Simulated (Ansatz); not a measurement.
Input file:

```yaml
crystal:
  periodic: [false, false, false]
  atoms:
    - {symbol: Al, position_ang: [0.000000, 0.000000, 1.679600]}
    - {symbol: O, position_ang: [0.000000, 0.000000, -0.041100]}
    - {symbol: S, position_ang: [0.000000, 0.000000, -1.638500]}
basis:
  gaussian: {orbitals: def2-SVP}
magnetization: {spin_polarized: true, initial_magnetization: 3}
hamiltonian: {pseudopotentials: {relativity: none}}
correlation: {method: mp2, electrons: outside_noble_gas}
```

```sh
$ ansatz run in.yaml --threads 1 --pin off --events-out ev --progress --plain --max-ram 2393MiB
```

The program prints:

```
444 factors; integrals over basis functions are off by at most 1.4e-3 eV
mean field evaluation 1: about -19424.5773 eV, gradient 2.0e1 eV
mean field evaluation 2: about -19424.6489 eV, gradient 2.0e1 eV
mean field evaluation 4: about -19426.4359 eV, gradient 2.7e0 eV
mean field evaluation 8: about -19426.5598 eV, gradient 1.6e-1 eV
mean field evaluation 16: about -19426.5605 eV, gradient 1.7e-6 eV
mean field evaluation 32: about -19422.5334 eV, gradient 1.1e1 eV
mean field evaluation 64: about -19427.1665 eV, gradient 4.2e0 eV
mean field evaluation 96: about -19426.5598 eV, gradient 1.6e-1 eV
mean field evaluation 128: about -19427.5399 eV, gradient 4.6e-2 eV
mean field evaluation 160: about -19425.7858 eV, gradient 1.3e0 eV
mean field -19427.54139073 eV, -713.9489776486 hartree, gradient 3.1e-6 eV, S^2 3.762835; 11 other end points of the search recorded, 0 dependent functions left out
11 core orbitals not correlated: weight in the atoms' cores, before any rotation towards them, 1.000 or more for the frozen orbitals, at most 0.000 for the correlated occupied ones
reference -19427.54139073 eV, -713.9489776486 hartree; 9, 6 occupied and 30, 33 virtual orbitals, 444 factors
second order -8.29559967 eV of doubles, -0.00000000 eV of singles
Total energy: -19435.83699039 eV, -714.2538353135 hartree
```

Ran on 1 thread of INTEL XEON PLATINUM 8581C, shared host: 2.6 s wall, 0.22 GiB peak host memory.
